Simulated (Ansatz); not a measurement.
Energy needed to pull apart Si2H4S (SMILES [SiH2]1[SiH2]S1), closed shell, into free ground-state atoms, from the structure below (displaced at random from a GFN2-xTB minimum); no zero-point or spin–orbit terms; open-shell atoms are treated unrestricted, in their ground-state multiplicity.

```json
{"atom": "Si1", "x (Å)": "-0.9399", "y (Å)": "-0.1217", "z (Å)": "-0.6957"}
{"atom": "Si2", "x (Å)": "0.8430", "y (Å)": "0.4389", "z (Å)": "0.5550"}
{"atom": "S3", "x (Å)": "0.5262", "y (Å)": "-1.6442", "z (Å)": "0.1836"}
{"atom": "H4", "x (Å)": "-2.3046", "y (Å)": "-0.3625", "z (Å)": "-0.1103"}
{"atom": "H5", "x (Å)": "-0.9615", "y (Å)": "-0.0240", "z (Å)": "-2.1536"}
{"atom": "H6", "x (Å)": "0.6998", "y (Å)": "0.6685", "z (Å)": "2.0876"}
{"atom": "H7", "x (Å)": "2.0826", "y (Å)": "1.0074", "z (Å)": "0.1292"}
```

Ansatz 0.2.0; basis: def2-TZVPP; cores frozen in the correlated methods.

```csv
method,atomization energy (kcal/mol)
PBE-D4,?
r2SCAN-D4,490.6
PBE0-D4,483.9
BHLYP-D4,476.2
wB97X-V,493.2
wB97M-V,?
HF,354.3
MP2,472.0
CCSD,463.6
CCSD(T),471.5
```

(1) What does wB97M-V give? (An estimate is asked for; the value comes from the calculation.)

(2) What does PBE-D4 give? (To be estimated.)

T1 diagnostic: at most 0.015.

Answers

(1) Computed: 488.6 kcal/mol, which is about 17.2 kcal/mol more than CCSD(T)/def2-TZVPP.

(2) Computed: 487.1 kcal/mol, which is about 15.6 kcal/mol more than CCSD(T)/def2-TZVPP.

In triple zeta the MP2 and coupled-cluster atomization energies are still short of their basis limit by a few kcal/mol a bond, whereas those of the functionals are nearly converged, so these differences are not deviations from converged CCSD(T).

For scale, one of the runs: CCSD(T)/def2-TZVPP forces, 182 basis functions (an equivalent command: `ansatz run in.yaml --threads 4`). The run took 73 s on 4 CPU threads (shared host), with 3 GiB of host memory at its peak.
